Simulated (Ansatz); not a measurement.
A nudged elastic band was laid between two geometries of FH3Si + H2S (8 atoms, charge 0, multiplicity 1).

Theory: RKS PBE0-D4/6-31G* (Ansatz 0.2.0).

```json
{
 "movable images": "9",
 "climbing image": "yes",
 "spring": "0.1 eV/Å²",
 "optimiser": "quadratic models (default)",
 "start path": "through a guess of the saddle point",
 "force threshold": "0.05 eV/Å",
 "iteration limit": "60",
 "end points": "relaxed"
}
```

Initial state:

```xyz
8
Properties=species:S:1:pos:R:3
Si 0.418 0.065 -0.166
F 0.171 -0.165 1.417
H 1.881 -0.014 -0.419
H -0.090 1.405 -0.551
H -0.282 -1.003 -0.924
S -3.249 0.091 1.078
H -3.338 -1.239 0.894
H -2.100 -0.014 1.771
```

Final state:

```xyz
8
Properties=species:S:1:pos:R:3
Si -0.410 -0.083 -0.530
F -0.288 0.657 2.635
H 0.579 -0.929 0.181
H -0.049 1.352 -0.474
H -0.532 -0.538 -1.941
S -2.346 -0.189 0.440
H -2.419 -1.533 0.498
H -1.123 0.390 2.292
```

Question: What changes between the two ends?

Answer: Bonds broken: Si1–F2, S6–H8. Bonds formed: Si1–S6, F2–H8. FH3Si + H2S becomes FH + H4SSi.

Question: Give the energies along the band, and the barrier.

Answer: The run converged. The highest image is number 6 of 0 to 10, 1.74 eV above the first end and 1.06 eV above the last; the last end lies 0.69 eV above the first. Another band between the same ends (9 images) ends at a top of the same energy, where a vibrational analysis finds 1 clearly imaginary mode. The orbitals stay closed-shell, which can raise the energy where a bond breaks towards radicals; this wasn't checked here.

```
image  path coordinate (Å)  energy (eV)  Si1–F2 (Å)  S6–H8 (Å)  Si1–S6 (Å)
    0                 0.00         0.00        1.62       1.35        3.87
    1                 0.37         0.00        1.62       1.34        3.78
    2                 0.74         0.03        1.62       1.35        3.55
    3                 1.12         0.17        1.63       1.35        3.24
    4                 1.51         0.55        1.65       1.36        2.92
    5                 1.90         1.21        1.74       1.42        2.62
    6                 2.31         1.74        1.94       1.67        2.43
    7                 2.81         1.38        2.33       1.92        2.27
    8                 3.31         0.93        2.75       2.07        2.20
    9                 3.81         0.71        3.15       2.23        2.17
   10                 4.34         0.69        3.25       2.29        2.17
```

Question: What is the geometry of the highest image?

Answer: 
```xyz
8
Properties=species:S:1:pos:R:3
Si -0.224 0.022 -0.147
F -0.176 0.123 1.795
H 1.200 -0.383 0.050
H -0.280 1.442 -0.562
H -0.637 -0.904 -1.244
S -2.512 0.020 0.676
H -2.673 -1.316 0.721
H -1.286 0.124 1.811
```

The run took 8.2 min on 1 thread of Arm Neoverse V1, with other jobs on the host, peak memory 0.12 GiB.
